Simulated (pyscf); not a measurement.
CH₄ + H₃C–GaH–OH → H₃C–GaH–CH₃ + H₂O (four-centre exchange; singlet surface; C–H, Ga–O broken, C–Ga, H–O formed). PySCF, gas phase, ωB97X-D3(BJ)/def2-SVP geometries. Energies in kJ/mol from the separated reactants.

| level | barrier | reaction energy |
|---|---|---|
| PBE/def2-TZVP | 123.5 | +96.1 |
| r²SCAN/def2-TZVP | 123.7 | +101.7 |
| B3LYP-D3(BJ)/def2-TZVP | ? | ? |
| PBE0-D3(BJ)/def2-TZVP | 123.2 | +90.9 |
| M06-2X/def2-TZVP | ? | +102.9 |
| ωB97M-D3(BJ)/def2-TZVP | 138.1 | +94.3 |

**Question.** Fill in the missing entries.

**Answer.** 
- B3LYP-D3(BJ)/def2-TZVP, barrier: 141.6
- B3LYP-D3(BJ)/def2-TZVP, reaction energy: +99.7
- M06-2X/def2-TZVP, barrier: 132.0

The functionals in the table span 18.4 kJ/mol in this barrier, from PBE0-D3(BJ) to B3LYP-D3(BJ). On the product side the descent ends in an adduct with a Ga–O contact, 58.2 kJ/mol under the separated species and 98.5 kJ/mol under the saddle at ωB97X-D3(BJ)/def2-TZVP. What is counted as broken (Ga–O) persists as a longer contact in the product adduct; parting that adduct is a step of its own. This is the saddle that the search found; another between the same sides may lie lower. Elements up to Kr have no core potential and no relativistic terms here.
